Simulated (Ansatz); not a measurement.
Results of HSE06-D3(BJ) (PAW; Ansatz, a quantum-chemistry and plane-wave program) for fluorite SrCl2.

Run with plane-wave cutoff 460 eV, 6×6×6 k mesh, Fermi–Dirac smearing 0.01 eV, scalar-relativistic PAW data made under PBE.

The cell is scaled about its equilibrium volume:

```json
[
 {"V (Å³/atom)": "26.028", "P (GPa)": "2.29", "direct gap at Γ (eV)": "7.363", "smallest gap on the k mesh (eV)": "6.771"},
 {"V (Å³/atom)": "26.713", "P (GPa)": "1.07", "direct gap at Γ (eV)": "7.245", "smallest gap on the k mesh (eV)": "6.792"},
 {"V (Å³/atom)": "27.608", "P (GPa)": "-0.29", "direct gap at Γ (eV)": "7.096", "smallest gap on the k mesh (eV)": "6.723"},
 {"V (Å³/atom)": "28.083", "P (GPa)": "-0.91", "direct gap at Γ (eV)": "7.020", "smallest gap on the k mesh (eV)": "6.654"},
 {"V (Å³/atom)": "28.767", "P (GPa)": "-1.72", "direct gap at Γ (eV)": "6.913", "smallest gap on the k mesh (eV)": "6.557"}
]
```

The fundamental gap (6.75 eV at the equilibrium volume, on the SCF mesh) lies elsewhere than Γ–Γ.

Measured, for comparison: band gap 7.5 eV (temperature not stated, not corrected to a static lattice; as tabulated in Aguado et al. (1999), arXiv:cond-mat/9901145).

Spin–orbit coupling is not included.
